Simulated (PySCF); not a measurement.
**Basis-set dependence of population analyses: `C[NH+]1CCC1`**

C4H10N (charge +1).
Z-matrix (Å and degrees, PBE0-D3(BJ)/def2-SVP geometry), rows numbered from 1:
```
C 
N   1  1.4737
C   2  1.5165  1  119.74
C   3  1.5321  2   89.97  1  -138.54
C   2  1.5165  1  119.73  3  -107.29
H   1  1.0980  2  109.19  3   -66.32
H   1  1.0973  2  108.94  3    53.60
H   1  1.0980  2  109.19  3   173.53
H   2  1.0259  1  108.76  3   126.36
H   3  1.0977  2  112.95  1    99.06
H   3  1.0984  2  108.44  1   -22.87
H   4  1.0964  3  116.40  2   132.87
H   4  1.0983  3  113.16  2   -99.78
H   5  1.0977  2  112.95  1   -99.06
H   5  1.0984  2  108.44  1    22.87
```

PBE0 throughout (PySCF), one geometry, spherical d and f functions. Isolated species at its PBE0-D3(BJ)/def2-SVP geometry (one conformer only). Atoms taken as equivalent share a column and are averaged. The first 7 of 10 kinds of atom are listed.

Mulliken charges (e):

```json
{"basis": "STO-3G", "functions": "35", "C1": "-0.153", "N2": "-0.193", "C3/C5": "-0.051", "C4": "-0.147", "H6/H7/H8": "+0.146", "H9": "+0.307", "H10/H14": "+0.146"}
{"basis": "6-31G", "functions": "65", "C1": "-0.353", "N2": "-0.672", "C3/C5": "-0.164", "C4": "-0.380", "H6/H7/H8": "+0.252", "H9": "+0.431", "H10/H14": "+0.262"}
{"basis": "6-31G*", "functions": "90", "C1": "-0.422", "N2": "-0.528", "C3/C5": "-0.211", "C4": "-0.397", "H6/H7/H8": "+0.258", "H9": "+0.436", "H10/H14": "+0.265"}
{"basis": "def2-SVP", "functions": "120", "C1": "-0.002", "N2": "-0.314", "C3/C5": "+0.075", "C4": "-0.143", "H6/H7/H8": "+0.121", "H9": "+0.219", "H10/H14": "+0.127"}
{"basis": "6-311+G(2d,p)", "functions": "195", "C1": "-0.331", "N2": "-0.115", "C3/C5": "-0.234", "C4": "-0.166", "H6/H7/H8": "+0.207", "H9": "+0.317", "H10/H14": "+0.190"}
{"basis": "def2-TZVP", "functions": "215", "C1": "-0.346", "N2": "+0.035", "C3/C5": "-0.229", "C4": "-0.185", "H6/H7/H8": "+0.193", "H9": "+0.274", "H10/H14": "+0.197"}
```

IAO charges (e):

```json
{"basis": "STO-3G", "functions": "35", "C1": "-0.307", "N2": "-0.060", "C3/C5": "-0.145", "C4": "-0.256", "H6/H7/H8": "+0.183", "H9": "+0.294", "H10/H14": "+0.181"}
{"basis": "6-31G", "functions": "65", "C1": "-0.349", "N2": "-0.086", "C3/C5": "-0.167", "C4": "-0.284", "H6/H7/H8": "+0.196", "H9": "+0.324", "H10/H14": "+0.193"}
{"basis": "6-31G*", "functions": "90", "C1": "-0.328", "N2": "-0.074", "C3/C5": "-0.150", "C4": "-0.275", "H6/H7/H8": "+0.189", "H9": "+0.315", "H10/H14": "+0.186"}
{"basis": "def2-SVP", "functions": "120", "C1": "-0.316", "N2": "-0.068", "C3/C5": "-0.143", "C4": "-0.271", "H6/H7/H8": "+0.184", "H9": "+0.315", "H10/H14": "+0.182"}
{"basis": "6-311+G(2d,p)", "functions": "195", "C1": "-0.337", "N2": "-0.072", "C3/C5": "-0.156", "C4": "-0.284", "H6/H7/H8": "+0.191", "H9": "+0.320", "H10/H14": "+0.188"}
{"basis": "def2-TZVP", "functions": "215", "C1": "-0.336", "N2": "-0.073", "C3/C5": "-0.155", "C4": "-0.285", "H6/H7/H8": "+0.191", "H9": "+0.320", "H10/H14": "+0.188"}
```

Hirshfeld charges (e):

| basis | functions | C1 | N2 | C3/C5 | C4 | H6/H7/H8 | H9 | H10/H14 |
| --- | --- | --- | --- | --- | --- | --- | --- | --- |
| STO-3G | 35 | +0.052 | +0.101 | +0.079 | +0.001 | +0.060 | +0.171 | +0.061 |
| 6-31G | 65 | -0.011 | +0.085 | +0.035 | -0.037 | +0.081 | +0.181 | +0.083 |
| 6-31G* | 90 | -0.010 | +0.081 | +0.034 | -0.036 | +0.082 | +0.183 | +0.083 |
| def2-SVP | 120 | -0.021 | +0.089 | +0.029 | -0.044 | +0.084 | +0.189 | +0.084 |
| 6-311+G(2d,p) | 195 | -0.014 | +0.048 | +0.028 | -0.045 | +0.087 | +0.190 | +0.088 |
| def2-TZVP | 215 | -0.020 | +0.055 | +0.025 | -0.047 | +0.088 | +0.191 | +0.089 |

Which scheme is steadiest as the basis changes?

Largest range over the bases for any column: IAO 0.04 e, Hirshfeld 0.07 e, Mulliken 0.71 e. IAO charges move least and Mulliken charges most, counted in e. Without the minimal STO-3G basis the ranges are IAO 0.03, Hirshfeld 0.04, Mulliken 0.71 e.

How much do the charges still move between the two largest bases, 6-311+G(2d,p) and def2-TZVP?

At most, over all atoms: Mulliken 0.150 e, IAO 0.001 e, Hirshfeld 0.007 e.

What do the same runs give for the total energy and the frontier levels?

| basis | energy (Eh) | HOMO (eV) | LUMO (eV) |
| --- | --- | --- | --- |
| STO-3G | -210.1783 | -14.35 | 0.19 |
| 6-31G | -212.6151 | -14.68 | -3.73 |
| 6-31G* | -212.6719 | -14.70 | -3.69 |
| def2-SVP | -212.5207 | -14.73 | -4.06 |
| 6-311+G(2d,p) | -212.7309 | -14.71 | -4.59 |
| def2-TZVP | -212.7468 | -14.71 | -4.39 |
